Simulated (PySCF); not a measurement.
ethane (C₂H₆), SMILES CC.

The structure is a stationary point at ωB97X-D3(BJ)/def2-TZVP.

Computed with SMD-PBE0/def2-SVP (PySCF).

Solvation free energies are E(SMD) − E(gas) at the gas-phase geometry, for 1 M in both phases. In vacuum the dipole moment is 0.00 D.

```json
[
 {"solvent": "water", "ΔG(solv) (kcal/mol)": "1.8", "its non-electrostatic (CDS) part": "2.3", "dipole (D)": "0.00"},
 {"solvent": "chloroform", "ΔG(solv) (kcal/mol)": "-1.4", "its non-electrostatic (CDS) part": "-1.0", "dipole (D)": "0.00"},
 {"solvent": "tetrahydrofuran", "ΔG(solv) (kcal/mol)": "-0.8", "its non-electrostatic (CDS) part": "-0.4", "dipole (D)": "0.00"}
]
```
